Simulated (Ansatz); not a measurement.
C4H6O can be A, `C1=COCC1`, or B, `CC1=C(O)C1`.

Program: Ansatz. Geometries: PBE0-D4/def2-TZVP. ΔE: electronic, gas phase. CCSD(T)/CBS is the MP2 limit (def2-TZVPP, def2-QZVPP) plus CCSD(T) − MP2 in def2-TZVPP, frozen cores. Functionals use def2-TZVPP. B3LYP here is the variant with VWN-RPA as its local correlation; programs differ in this. Each species was taken in one conformer, which may not be the lowest.

A:

Z-matrix (Å, degrees):
```
C
C 1 1.535
O 1 1.439 2 106.8
H 1 1.095 2 111.4 3 -117.1
H 1 1.090 2 114.1 3 119.1
C 2 1.504 1 100.9 3 14.8
H 2 1.096 1 112.4 3 -104.1
H 2 1.093 1 111.5 3 135.6
C 3 1.356 1 106.3 2 -14.3
H 6 1.079 2 125.8 1 173.4
H 9 1.081 3 114.8 1 -172.8
```

B:

Z-matrix (Å, degrees):
```
C
C 1 1.469
H 1 1.095 2 111.0
H 1 1.094 2 111.0 3 -118.8
H 1 1.092 2 111.5 3 120.6
C 2 1.290 1 155.2 3 -120.4
C 2 1.529 1 142.8 3 59.5
O 6 1.332 2 152.9 1 -0.0
H 7 1.094 2 119.6 1 -73.7
H 7 1.094 2 119.6 1 73.8
H 8 0.964 6 108.9 2 -0.0
```

Which isomer does CCSD(T)/CBS put lower? Give the gap. (An estimate is asked.)

Computed: A, by 159.2 kJ/mol.

Give E(B) − E(A) in kJ/mol with MP2/def2-TZVPP, ωB97M-V, B3LYP, B2PLYP, r2SCAN-D4, PBE0-D4, CCSD/def2-TZVPP. (Best estimate.)

The calculation gave: MP2/def2-TZVPP 149.9, ωB97M-V 155.1, B3LYP 147.6, B2PLYP 151.9, r2SCAN-D4 150.6, PBE0-D4 148.0, CCSD/def2-TZVPP 160.4. None reverses the order clearly.

Largest T1 diagnostic: 0.012.

In def2-TZVPP, CCSD(T) changes the Hartree–Fock value by −5.6 kJ/mol (the triples alone add −0.4 kJ/mol) and MP2 by −15.6 kJ/mol. The D4 term adds +4.1 kJ/mol with B3LYP and +1.8 kJ/mol with PBE0; it sums over pairs of atoms, weighted by their polarisabilities, and B3LYP, whose exchange is more repulsive, gets the larger term.
